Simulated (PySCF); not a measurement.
Reaction (SMILES): FOF + H+ → F[OH+]F
B3LYP-D3(BJ)/def2-TZVP geometries, fixed; electronic energies without zero-point terms; positive where energy is released.

Effect of the auxiliary basis of density fitting at B3LYP/def2-SVP with PySCF, against the last row, where the proton affinity is 112.98 kcal/mol. The proton sits at the site shown, which need not be the one that binds it best.

```
setting                                fitting functions, largest species  largest shift of a total energy (mEh)  shift of the proton affinity (kcal/mol)
-------------------------------------  ----------------------------------  -------------------------------------  ---------------------------------------
density fitting: autoaux                                              353                                 -0.090                                    0.009
density fitting: def2-universal-jkfit                                 249                                 -0.026                                    0.009
density fitting: cc-pvtz-jkfit                                        267                                 -0.119                                    0.001
density fitting: cc-pvqz-jkfit                                        369                                 -0.092                                   -0.005
density fitting: none                                                   -                                  0.000                                    0.000
```

Within 0.02 kcal/mol in the proton affinity: density fitting: autoaux; density fitting: def2-universal-jkfit; density fitting: cc-pvtz-jkfit; density fitting: cc-pvqz-jkfit. The largest shift is 0.119 mEh in a total energy and 0.009 kcal/mol in the difference.
